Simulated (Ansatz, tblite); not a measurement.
# The cluster Hg₂O₂: one state, many levels

How do method and basis change the picture of the cluster Hg₂O₂ (singlet)?

Program: Ansatz 0.2.0, Gaussian basis. Level of theory: as each input shows. These are calculated values, not measurements.

Levels to be run: GFN1-xTB, GFN2-xTB, PBE-D4/def2-TZVP, r2SCAN-D4/def2-TZVP, BLYP-D4/def2-TZVP, r2SCAN0-D4/def2-TZVP, revPBE-D4/def2-TZVP, B2PLYP/def2-TZVP, ωB97M-V/def2-TZVP, PBE-D4/def2-SVP, PBE0-D4/def2-SVP, PBE0-D4/def2-TZVPD, PBE-D4/def2-TZVPD, r2SCAN-D4/def2-TZVPD, CCSD(T)/def2-TZVP.

2 further runs of the same task are left out: 1 that didn't finish, 1 set aside as unsound or not needed. Runs told in other sessions of the task aren't counted.

### 1 The structure

The singlet was relaxed beforehand with PBE0-D4/def2-TZVP. At that level it is the lowest of the isomers that a small search found.

4 atoms, charge 0, spin multiplicity 1.

Bond lengths: Hg1–O3 2.237 Å, Hg1–O4 2.238 Å, Hg2–O3 2.238 Å, Hg2–O4 2.237 Å. Angles: O3–Hg1–O4 41.7°, O3–Hg2–O4 41.7°, Hg1–O3–Hg2 138.3°, Hg1–O4–Hg2 138.3°.

As a file:

```mol
Hg2O2
  3D, bonds by distance, orders not assigned

  4  4  0  0  0  0  0  0  0  0999 V2000
   -1.8456    0.1630   -0.9698 Hg  0  0
    1.8457   -0.1631    0.9696 Hg  0  0
    0.3739    0.1451   -0.6876 O   0  0
   -0.3739   -0.1450    0.6878 O   0  0
  1  3  8  0
  1  4  8  0
  2  3  8  0
  2  4  8  0
M  END
```

Hg takes a core potential in the def2 sets. No spin-orbit coupling is included.

PBE0-D4/def2-TZVP was run before; its log isn't repeated, and its numbers join the tables.

### 2 GFN1-xTB

Tight binding, by tblite at 300 K electronic temperature and without a spin-polarisation term:

```python
tblite.interface.Calculator('GFN1-xTB', numbers, positions, charge=0, uhf=0).singlepoint()
```

Energy -297.6917 eV, HOMO -11.77 eV, LUMO -10.67 eV; 0.001 s.

### 3 GFN2-xTB

Tight binding, by tblite at 300 K electronic temperature and without a spin-polarisation term:

```python
tblite.interface.Calculator('GFN2-xTB', numbers, positions, charge=0, uhf=0).singlepoint()
```

Energy -260.5451 eV, HOMO -11.54 eV, LUMO -10.37 eV; 0.001 s.

### 4 PBE-D4/def2-TZVP

start.molden holds the orbitals of an earlier run on this state, given as this run's starting guess.

in.yaml reads:

```yaml
crystal:
  periodic: [false, false, false]
  atoms:
    - {symbol: Hg, position_ang: [-1.845614, 0.162996, -0.969755]}
    - {symbol: Hg, position_ang: [1.845672, -0.163140, 0.969564]}
    - {symbol: O, position_ang: [0.373867, 0.145121, -0.687578]}
    - {symbol: O, position_ang: [-0.373925, -0.144977, 0.687769]}
basis:
  gaussian: {orbitals: def2-TZVP, initial_orbitals: start.molden}
hamiltonian: {xc: pbe, dispersion: d4}
scf: {omitted_lower_state_checks: [starts]}
output: {orbitals: {seedname: orbitals}}
```

Launch:

```bash
$ ansatz run in.yaml --threads 4 --pin off --events-out ev --progress --plain --max-ram 3916MiB
```

After this run come: r2SCAN-D4/def2-TZVP; BLYP-D4/def2-TZVP; r2SCAN0-D4/def2-TZVP; revPBE-D4/def2-TZVP; B2PLYP/def2-TZVP; ωB97M-V/def2-TZVP; PBE-D4/def2-SVP; PBE0-D4/def2-SVP; PBE0-D4/def2-TZVPD; PBE-D4/def2-TZVPD; r2SCAN-D4/def2-TZVPD; CCSD(T)/def2-TZVP.

Q: Predict the results of all the runs planned. Wanted: gap in def2-TZVP, named functionals, smallest and largest; correlation energy, CCSD(T)/def2-TZVP; binding an atom, functionals in def2-TZVP; PBE0 total energy, smallest basis above largest.

As calculated:

| quantity | value |
| --- | --- |
| gap in def2-TZVP, named functionals, smallest and largest | 1.84 eV (PBE0-D4), 5.01 eV (ωB97M-V) |
| correlation energy, CCSD(T)/def2-TZVP | -38.28 eV |
| binding an atom, functionals in def2-TZVP | 0.20 (r2SCAN0-D4) to 0.75 eV (PBE-D4) |
| PBE0 total energy, smallest basis above largest | 5.47 eV (def2-SVP, def2-TZVPD) |

What this shows: Over the named functionals in def2-TZVP the gap runs from 1.84 eV (PBE0-D4) to 5.01 eV (ωB97M-V). PBE-D4, revPBE-D4, BLYP-D4, r2SCAN-D4 leave an empty level below a filled one, so this occupation isn't an aufbau state there; left out of the range. Notes on CCSD(T)/def2-TZVP: large T1 diagnostic, state flagged by the program.
